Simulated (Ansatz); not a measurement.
**CHAl (singlet): the correlation ladder at a displaced geometry (v1), 6-31G**

An exercise on one series of results from a longer session: the logs are not shown, and one member is left open.

Program: Ansatz 0.2.0, Gaussian basis. Level of theory: 6-31G, core rule «outside noble gas», up to 6 orbitals frozen. These are calculated values, not measurements.

The runs, in order: UHF; CCSD(T) on RHF; CCSD(T) on UHF; BCCD(T) on RHF; CISD; CCSDT(Q) on RHF; CCSDT(Q) on UHF; CCSDTQ on RHF; CCSDTQ on UHF; CASSCF and MRCISD+Q, 8 electrons in 9 orbitals; CASSCF and NEVPT4(SD), 8 electrons in 9 orbitals; CASSCF and NEVPT2, 8 electrons in 9 orbitals; Full CI.

16 further runs of the same task are left out: 7 that didn't finish, 9 set aside as unsound or not needed.

## The geometry

The geometry is a PBE0/def2-TZVP stationary point (not a proven minimum) with its atoms shifted at random (size 0.040 Å).

3 atoms, charge 0, spin multiplicity 1.

Atoms are counted from 1 here; the program's logs count them from 0.

Bond lengths: Al1–C2 1.935 Å, Al1–H3 1.539 Å. Angles: C2–Al1–H3 177.9°.

The first run:

File in.yaml:

```yaml
crystal:
  periodic: [false, false, false]
  atoms:
    - {symbol: Al, position_ang: [-0.015433, -0.009008, 0.132446]}
    - {symbol: C, position_ang: [-0.016266, -0.025151, -1.802236]}
    - {symbol: H, position_ang: [0.031698, 0.034159, 1.669790]}
basis:
  gaussian: {orbitals: 6-31G}
magnetization: {spin_polarized: true, initial_magnetization: 0}
hamiltonian: {xc: hf}
output: {orbitals: {seedname: orbitals}}
```

Started as:

```sh
$ ansatz run in.yaml --threads 1 --pin off --events-out ev --progress --plain --max-ram 2393MiB
```

Among the steps run: UHF; CCSD(T) on RHF; CCSD(T) on UHF; BCCD(T) on RHF; CISD; CCSDT(Q) on RHF; CCSDT(Q) on UHF; CCSDTQ on RHF; CCSDTQ on UHF; CASSCF and MRCISD+Q, 8 electrons in 9 orbitals; CASSCF and NEVPT4(SD), 8 electrons in 9 orbitals; CASSCF and NEVPT2, 8 electrons in 9 orbitals; Full CI.

One table of the session follows, with a row left open; its other results are not shown here.

| method | from FCI (meV) |
| --- | --- |
| RHF | +4096.9 |
| RMP2 | +1049.3 |
| CISD | +583.4 |
| RCCSD | +292.7 |
| RCCSD(T) | +119.3 |
| BCCD(T) | +127.2 |
| RCCSDT | +78.9 |
| RCCSDT(Q) | +34.5 |
| RCCSDTQ | +5.9 |
| CASSCF valence | +926.7 |
| NEVPT2 valence | ? |
| NEVPT4(SD) valence | +40.5 |
| MRCISD valence | +28.9 |
| MRCISD+Q valence | +9.6 |
| FCI | 0 |

Q: Estimate the row for NEVPT2 valence from the others.

As computed: from FCI (meV): +257.3. In the column «from FCI (meV)» it lies between BCCD(T) (+127.2) and RCCSD (+292.7).

Left out of the table: UHF, UMP2, UCCSD, UCCSD(T), UCCSDT, UCCSDT(Q), UCCSDTQ (another determinant or state than the rows shown).

Caveats from the session: The report flags that the cluster equations may have other roots. The program flags RCCSDTQ as in doubt, so those rows may rest on another solution; read them beside their warnings.
